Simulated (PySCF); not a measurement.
**C2H5N: core ionisation energies**

Species: aziridine, C2H5N.
Cartesian coordinates in Å at the GFN2-xTB level; atoms count from 1:
```
atom  x, y, z in Å
C1     0.781   -0.066    0.032
C2    -0.649   -0.435    0.001
N3    -0.196    0.811   -0.569
H4     1.232    0.200    0.982
H5     1.458   -0.534   -0.669
H6    -0.986   -1.165   -0.722
H7    -1.212   -0.431    0.928
H8    -0.420    1.629   -0.009
```

Computed with delta-SCF UKS SCAN, pcX-2 on the ionised atom, pcseg-1 elsewhere, spin-free X2C in PySCF 2.14.0. These are vertical core ionisation energies against the vacuum level, from separate self-consistent calculations with and without the core hole.

Give the core binding energies atom by atom.

```csv
atom(s),bonded to,level,binding energy (eV),count
C1/C2,"N, C and 2 H",C 1s,291.52,2
N3,2 C and H,N 1s,405.12,1
```

Which effective nuclear charge Zeff reproduces each element's mean 1s value in the hydrogen-like formula E = 13.606 eV × Zeff²?

C (Z = 6): mean 291.5 eV, Zeff = 4.63, Z − Zeff = 1.37; N (Z = 7): mean 405.1 eV, Zeff = 5.46, Z − Zeff = 1.54. Means run over the listed sites, weighted by atom count.

Which photon energy gives electrons from C 1s of C1/C2 a kinetic energy of 20 eV, and what is their de Broglie wavelength?

hν = 291.52 + 20 = 311.52 eV, recoil neglected; λ = 12.264 Å/√(E/eV) = 2.74 Å.

Atoms equivalent by their bonding share one computed value, that of the first of them. Isolated species at its GFN2-xTB geometry, gas phase.
